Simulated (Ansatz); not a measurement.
```yaml
crystal:
  periodic: [false, false, false]
  atoms:
    - {symbol: Ag, position_ang: [0.000000, 0.000000, 0.000000]}
    - {symbol: O, position_ang: [0.000000, 0.000000, 2.110000]}
basis:
  gaussian: {orbitals: def2-TZVP}
total_charge: 1
hamiltonian: {xc: pbe0}
relax: {f_tol: 0.004, max_steps: 80}
```

```sh
$ ansatz run in.yaml --threads 1 --pin off --events-out ev --progress --plain --max-ram 2176MiB
```

Steps of the relaxation (energy above the last step; positions in Å, forces in eV/Å):

```
2
step 1, 65.9 meV
Ag    0.000    0.000    0.000    0.000    0.000    0.712
O     0.000    0.000    2.110    0.000    0.000   -0.712
```

```
2
step 2, 30.7 meV
Ag    0.000    0.000    0.027    0.000    0.000    0.559
O     0.000    0.000    2.083    0.000    0.000   -0.559
```

```
2
step 3, 0.4 meV
Ag    0.000    0.000    0.071    0.000    0.000    0.078
O     0.000    0.000    2.039    0.000    0.000   -0.078
```

```
2
step 4, 0.0 meV
Ag    0.000    0.000    0.076    0.000    0.000   -0.004
O     0.000    0.000    2.034    0.000    0.000    0.004
```

Close pairs at the end: Ag1–O2 1.957 Å.

A stationary point of restricted PBE0 after 4 steps (its stability towards spin polarisation wasn't tested). 21 s on 1 thread of Arm Neoverse V1, shared host.
